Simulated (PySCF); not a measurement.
Values are calculated unless marked as measured or tabulated.
## CH3

CH3 is a small molecule (built as: C site whose three back bonds go to H, H, H), neutral, doublet. The structure was relaxed in the gas phase by PBE0-D3(BJ)/def2-SVP. No frequency run checks that it is a minimum.

SMILES: [CH3]

| atom | x (Å) | y (Å) | z (Å) |
| --- | --- | --- | --- |
| C1 | 0.013 | -0.004 | -0.001 |
| H2 | 1.060 | -0.307 | 0.002 |
| H3 | -0.774 | -0.759 | -0.010 |
| H4 | -0.246 | 1.055 | 0.001 |

EPR values by unrestricted B3LYP, IGLO-III on C, pcH-1 on H.

(1) Predict g and the largest hyperfine couplings. Where does the spin sit?

(2) How do the isotropic couplings move with BHandHLYP?

Answers

(1) g = 2.0022, 2.0029, 2.0029. The spin sits on C1 (116 %, bonded to 3 H) by Mulliken populations.
| atom | isotope | isotropic (MHz) | dipolar, principal values (MHz) |
| --- | --- | --- | --- |
| C1 | 13C | 85.1 | -80.3, -80.2, 160.5 |
| H3 | 1H | -65.8 | -39.4, -0.4, 39.8 |
| H2 | 1H | -65.8 | -39.4, -0.4, 39.8 |
| H4 | 1H | -65.8 | -39.4, -0.4, 39.8 |

(2) C1 85.1 to 110.9 MHz, H3 -65.8 to -76.4 MHz, H2 -65.8 to -76.3 MHz, H4 -65.8 to -76.3 MHz.
